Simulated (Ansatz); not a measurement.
`NC1CO1` and `SC1CO1` differ in one atom or group.

Ansatz, PBE0-D4/def2-TZVP geometries, multiplicity 1. Each molecule was computed in one conformer, which needn't be the lowest.

```json
{"property": "HOMO–LUMO gap (PBE/def2-TZVPP) / eV", "`NC1CO1`": "6.19"}
{"property": "HOMO–LUMO gap (B3LYP/def2-TZVPP) / eV", "`NC1CO1`": "7.93"}
{"property": "HOMO–LUMO gap (PBE0/def2-TZVPP) / eV", "`NC1CO1`": "8.55"}
{"property": "LUMO energy (ωB97M-V/def2-TZVPP) / eV", "`NC1CO1`": "2.67"}
{"property": "size of the dipole moment (ωB97M-V/def2-TZVPP) / D", "`NC1CO1`": "0.99"}
{"property": "LUMO energy (B3LYP/def2-TZVPP) / eV", "`NC1CO1`": "0.90"}
```

Give the same properties after the change, and the shifts. (Best estimate.)

Computed: 
```json
{"property": "HOMO–LUMO gap (PBE/def2-TZVPP) / eV", "`SC1CO1`": "5.16", "shift": "-1.03"}
{"property": "HOMO–LUMO gap (B3LYP/def2-TZVPP) / eV", "`SC1CO1`": "6.89", "shift": "-1.04"}
{"property": "HOMO–LUMO gap (PBE0/def2-TZVPP) / eV", "`SC1CO1`": "7.40", "shift": "-1.15"}
{"property": "LUMO energy (ωB97M-V/def2-TZVPP) / eV", "`SC1CO1`": "2.18", "shift": "-0.49"}
{"property": "size of the dipole moment (ωB97M-V/def2-TZVPP) / D", "`SC1CO1`": "1.92", "shift": "0.93"}
{"property": "LUMO energy (B3LYP/def2-TZVPP) / eV", "`SC1CO1`": "-0.02", "shift": "-0.92"}
```

With PBE0 the HOMO rises by 0.13 eV and the LUMO falls by 1.02 eV, so the gap narrows by about 1.15 eV. PBE moves the HOMO by -0.14 eV and ωB97M-V by 0.28 eV. The zero-point energy changes by -47.7 kJ/mol with -3 modes. Dipoles are sizes alone; their direction can turn.

B3LYP here is the variant with VWN-RPA as its local correlation; programs differ in this.
